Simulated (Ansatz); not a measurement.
**Ga (model structure, started from the dhcp type, P6₃/mmc, No. 194, 4 atoms in the cell)**

Calculation: PBEsol (plane waves, PAW; Ansatz, an electronic-structure program).

Run with plane-wave cutoff 500 eV, 30×30×8 k mesh (along the axes of the cell as run), Fermi–Dirac smearing 0.1 eV, scalar-relativistic PAW data made under PBE.

Cell (relaxed at this level):

Ga has the hexagonal space group P6₃/mmc (No. 194), Pearson symbol hP4. Lattice parameters: a = b = 2.922 Å, c = 9.602 Å, α = β = 90.00°, γ = 120.00°. Ga1 on 2a has 12 Ga at 2.922–2.934 Å (cuboctahedral). Ga2 on 2c has 12 Ga at 2.922–2.934 Å (anticuboctahedral). (Neighbours: up to the widest gap in distance over summed covalent radii, below 1.35, at either atom.)

- band gap: none

Note: the relaxation could raise the start's symmetry but not lower it, so the cell can be a saddle point.

Spin–orbit coupling is not included.

Computed values are for the static lattice.

The result took around 3 core-minutes (rough).

A model structure was made by putting elements into a prototype or built by hand; it is no filed structure, need not be a known phase, and can be a saddle point held by its symmetry.
